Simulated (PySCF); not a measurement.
Property card for `O=[PH2]O`

Species: H3O2P.
Cartesian coordinates in Å at the PBE0-D3(BJ)/def2-SVP level; atoms count from 1:
```
atom  x, y, z in Å
O1    -1.1889    1.3445   -0.3331
P2    -0.4069    0.1166   -0.0917
O3     1.1787    0.3780    0.1087
H4    -0.7650   -0.6422    1.0622
H5    -0.4509   -0.8705   -1.1212
H6     1.7024   -0.4185    0.2626
```

PBE0-D3(BJ)/def2-SVP geometry optimisation, gas phase (PySCF):

```
Point group                  : Cs
Rotational constants A, B, C : 29.729, 8.282, 6.917 GHz
```

From wB97X-D/def2-SVPD ground state, ΔSCF and vertical TDDFT (core frozen in the response) (PySCF):

```
Dipole moment                                                     : 5.03 D
HOMO energy                                                       : -10.39 eV
LUMO energy                                                       : 1.46 eV
HOMO–LUMO gap                                                     : 11.85 eV
Lowest singlet excitation                                         : 7.22 eV (172 nm, f = 0.007)
Strongest line among the 10 lowest singlet transitions            : S9 at 9.53 eV (130 nm, f = 0.089)
Lowest triplet excitation (Tamm–Dancoff)                          : 6.95 eV
Static isotropic polarisability                                   : 32.8 au
Vertical ionisation energy                                        : 11.05 eV
Electronic spatial extent ⟨r²⟩ about the centre of nuclear charge : 208 bohr²
```

PBE/pcSseg-2 ground state and GIAO shieldings, non-relativistic (PySCF):

```
1H chemical shifts (computed TMS as zero) by class          : 8.18 (H4/H5), 2.02 (H6) ppm
Isotropic shieldings of nuclei other than C and H, by class : 174 (O1), 230 (O3), 306 (P2) ppm
```

From delta-SCF UKS SCAN, pcX-2 on the ionised atom, pcseg-1 elsewhere, spin-free X2C; 2p3/2 from a spin–orbit splitting computed afterwards within the 2p shell (PySCF):

```
Core binding energies : P2p3/2 139.7 (P2), O1s 537.2 (O1), O1s 540.1 (O3), P1s 2153.8 (P2) eV
```

Monoisotopic mass from the formula: 65.9871 u.

In atomic units the dipole is 1.98 e·bohr (1 au = 2.5417 D). The ΔSCF ionisation energy exceeds −ε(HOMO) by 0.66 eV with wB97X-D. The rotational constants make it an asymmetric top with κ = (2B − A − C)/(A − C) = -0.88, nearer the prolate limit (−1). No computed singlet falls in the visible range (750 to 380 nm, 1.65 to 3.26 eV); S1 lies 3.96 eV above its blue end. A dipole of 5.03 D is allowed in Cs, and pure rotational transitions are dipole-allowed. The 10 singlets span 7.22 to 9.57 eV, and their oscillator strengths add up to 0.28.

One conformer stands for the species.
